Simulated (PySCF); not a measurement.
## Calculated NMR data

Rapidly exchanging positions averaged, one computed conformer, no relativistic terms, gas phase. Couplings computed with B3LYP/pcJ-1; PBE0-D3(BJ)/def2-SVP geometry; shieldings: GIAO PBE0/pcSseg-1; PySCF 2.14.

δ = σ(ref) − σ, references computed at the same level: TMS for 1H and 13C. Multiplet labels drop J under 1 Hz and among equivalent protons, and merge close values. Unscaled 3J(H,H) run several per cent high. Shifts are as computed. Against solution values, carbons near 30 ppm lie about +2 ppm off and those near 130 ppm about +5 ppm. Of 1211 compounds with measured shifts, 218 miss one by over three times the rms of a fit or turn the order of signals round; such compounds aren't used in these exercises.

**1.** SMILES C=C=CC=O, C4H4O. 1H NMR (500 MHz, computed): δ 9.38 (s, 1H), 5.87 (t, J = 8.5 Hz, 1H), 5.51 (d, J = 8.5 Hz, 2H). 13C{1H} NMR (computed): δ 231.8, 189.1, 96.4, 83.9.

**2.** `InChI=1S/C4H4O/c1-2-3-4-5/h2-3H,1H2`. 1H NMR (500 MHz, computed): δ 5.99 (dt, J = 18.1, 11.9 Hz, 1H), 5.18 (dd, J = 18.1, 1.3 Hz, 1H), 4.87 (dd, J = 11.7, 1.3 Hz, 1H), 4.15 (d, J = 12.0 Hz, 1H). 13C{1H} NMR (computed): δ 208.6 (C), 129.5 (CH), 114.5 (CH2), 30.2 (CH).
